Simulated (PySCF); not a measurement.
C₃H₇NO (charge +1 and doublet state).
Structure used (GFN2-xTB), in Å, numbered top down from 1:
```xyz
12
C3H7NO angstrom
C     -1.2712   -0.3812   -0.2909
C     -0.4826    0.7786    0.2384
N      0.8832    0.3947    0.5731
C      1.5135   -0.5227   -0.1381
O      1.0144   -1.2635   -0.9666
H     -2.1471   -0.0795   -0.8603
H     -0.5793   -0.9354   -1.0096
H     -1.5097   -1.1294    0.4649
H     -0.4640    1.6122   -0.4758
H     -0.9493    1.1529    1.1611
H      1.3964    0.9852    1.2152
H      2.5968   -0.6126    0.0626
```

The hyperfine couplings belong to this conformer and change with its torsions.

Identity: `CCNC=[O+]` [radical] (charge +1).

Method: PySCF, UKS B3LYP, pcH-1 on C H N O, non-relativistic, mean-field spin-orbit, GIAO. Isolated species at its GFN2-xTB geometry (one conformer only). The geometry wasn't refined by DFT: couplings that depend on bond lengths, twists or pyramidal angles can differ widely from those at the functional's own minimum, by a factor of two or more for some ions and for spin on atoms past the first row. The SCF solution wasn't tested for stability.

Q: What is the g tensor, term by term?

A: 
| Δg (ppm) | 1 | 2 | 3 |
| --- | --- | --- | --- |
| relativistic mass correction | -273 | -273 | -273 |
| gauge correction | -2 | 68 | 55 |
| orbital Zeeman/spin–orbit | 442 | 2432 | 4912 |
| total | 168 | 2227 | 4695 |

So g = 2.00249, 2.00455, 2.00701 and g_iso = 2.00468; the tensor is rhombic: the two nearest values differ by 45 % of g3 − g1. 

Q: How much does each term add to the isotropic shift?

A: The orbital-Zeeman/spin–orbit term 2596, the mass correction -273 and the gauge correction 40 ppm, for a total of 2363 ppm. The orbital-Zeeman/spin–orbit term is the largest in size. The mass correction is the same along every axis, so the anisotropy comes from the other two: their spans along these axes are 69 (gauge) and 4470 ppm (orbital Zeeman/spin–orbit).

Q: What are the electron Larmor frequencies g μB B/h along the three axes at 3350 mT?

A: 93.8915, 93.9880, 94.1037 GHz for g1, g2 and g3, a range of 212.3 MHz.

Q: What effective moment and Curie constant follow for a powder?

A: With the mean of g² = 4.0188 and S(S+1) = 0.75: μ_eff = √(⟨g²⟩S(S+1)) = 1.736 μB and χT = 0.12505·⟨g²⟩·S(S+1) = 0.377 cm³ K/mol (cgs; spin-Hamiltonian part alone).

Q: In a frozen sample, at which fields do the three g values resonate at 9.5, 34, 94 and 263 GHz (hyperfine left aside), and which band first spreads them over more than twice a line width of 1.0 mT?

A: 
```csv
band,GHz,B(g3) mT,B(g2) mT,B(g1) mT,spread mT
X,9.5,338.19,338.61,338.96,0.76
Q,34.0,1210.37,1211.86,1213.10,2.74
W,94.0,3346.31,3350.43,3353.87,7.57
J,263.0,9362.54,9374.07,9383.71,21.17
```

The spread grows in proportion to the frequency. Q band is the first where it exceeds 2.0 mT.

The Mulliken spin populations are largest on O5 (+0.60), C1 (+0.23) and H12 (+0.08).

The HOMO–LUMO gaps are 7.61 eV among the α and 2.79 eV among the β orbitals.
